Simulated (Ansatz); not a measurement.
## HGe–CH2⁺, triplet: reading a ladder of total energies

Geometry: that of the HGe–CH2, doublet, kept fixed.

```xyz
5

Ge   -0.0108    0.0322    0.3104
C     0.0505   -0.0625   -1.5712
H     0.3508   -1.4726    0.6524
H    -0.4009   -0.9037   -2.0971
H     0.2255    0.8044   -2.2040
```

Basis cc-pVTZ; Ansatz 0.2.0. Correlated methods freeze the noble-gas cores and the filled d shells of p-block atoms, which leaves 10 electrons in 100 orbitals. R marks a restricted (for open shells ROHF) determinant, U an unrestricted one. No spin–orbit coupling is included, and no scalar relativity.

Full CI isn't at hand for all of this; UCCSDT(Q) serves as the reference, and is uncertain by about the last step of the cluster series.

Runs differ by some tens of microhartree through their thresholds and, for an open shell, their frozen cores, so steps under 0.03 kcal/mol mean nothing.

| level | total energy (hartree) |
| --- | --- |
| UHF | -2114.663223 |
| UMP2 | -2114.873775 |
| UCCSD | -2114.904738 |
| UCCSD(T) | -2114.913452 |
| UCCSDT | -2114.914573 |
| UCCSDT(Q) | -2114.914983 |

Task: What is the correlation energy at UCCSDT(Q), and what share of it do UMP2 and UCCSD recover?

Result: E(corr) = -2114.914983 − (-2114.663223) = -0.251760 hartree = -6.851 eV. UMP2: -0.210552 / -0.251760 = 83.63 %. UCCSD: -0.241515 / -0.251760 = 95.93 %.

Task: By how many kcal/mol does UCCSD(T) miss UCCSDT(Q) (1 hartree = 627.509 kcal/mol), and which steps make up the rest?

Result: -2114.913452 − (-2114.914983) = 0.001531 hartree = 0.96 kcal/mol. Steps: UCCSDT − UCCSD(T) = -0.70, UCCSDT(Q) − UCCSDT = -0.26 kcal/mol. Differences between like states or geometries often cancel part of this.
